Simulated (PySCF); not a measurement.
Compound: C4HClO.
SMILES with atom numbers: `[CH:1]#[C:2][C:3]([Cl:4])=[C:5]=[O:6]` (hydrogens: H7 on C1)

Method used: PySCF 2.14.0, PBE0-D3(BJ)/def2-SVP geometry optimisation, gas phase.

(1) List the bond lengths and angles at this level.

Results:

(1) 
```json
{"bond": "C1≡C2", "length (bohr)": "2.296", "order": "triple"}
{"bond": "C2–C3", "length (bohr)": "2.663", "order": "single"}
{"bond": "C3–Cl4", "length (bohr)": "3.300", "order": "single"}
{"bond": "C3=C5", "length (bohr)": "2.521", "order": "double"}
{"bond": "C5=O6", "length (bohr)": "2.184", "order": "double"}
{"bond": "C1–H7", "length (bohr)": "2.030", "order": "single"}
```

Orders are formal, as drawn. A selection of angles:
```json
{"angle": "C2–C1–H7", "degrees": "179.7"}
{"angle": "C1–C2–C3", "degrees": "179.7"}
{"angle": "C2–C3–Cl4", "degrees": "122.1"}
{"angle": "C2–C3–C5", "degrees": "121.5"}
{"angle": "Cl4–C3–C5", "degrees": "116.4"}
{"angle": "C3–C5–O6", "degrees": "179.9"}
```

The 3 C–C bonds span 1.215 Å (C1≡C2, drawn triple) to 1.409 Å (C2–C3, drawn single), a spread of 0.194 Å. The 6 heavy atoms lie in one plane (0.003 Å rms).

Point group: Cs (tolerance 0.08 Å). No frequency check.
